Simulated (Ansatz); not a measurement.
## Ansatz (development build ahead of 0.2.0) run

```yaml
crystal:
  periodic: [false, false, false]
  atoms:
    - { symbol: F, position_ang: [-0.6384, 0.1749, 1.0655] }
    - { symbol: H, position_ang: [-0.1006, -0.5146, 0.755] }
    - { symbol: F, position_ang: [0.6384, -0.1749, -1.0655] }
    - { symbol: H, position_ang: [0.1006, 0.5146, -0.755] }
basis:
  gaussian: { orbitals: def2-SVP }
total_charge: 1
magnetization:
  spin_polarized: true
  initial_magnetization: 1
hamiltonian:
  xc: hf
output:
  forces: true
```

The input is written out in the form of the current development build from the run's settings.

The run gave:

```
Converged                       : yes
Total energy                    : -199.33314 hartree
Spin squared of the determinant : 0.754
Stability test                  : minimum
```

Forces (eV/Å):
| atom | Fx | Fy | Fz |
| --- | --- | --- | --- |
| F1 | -2.184 | 2.184 | 1.928 |
| H2 | 2.224 | -2.692 | -1.457 |
| F3 | -1.446 | 0.971 | 1.790 |
| H4 | 1.406 | -0.463 | -2.262 |

Caution: the charge can sit on one fragment and break the point group; the determinant breaks the point group.
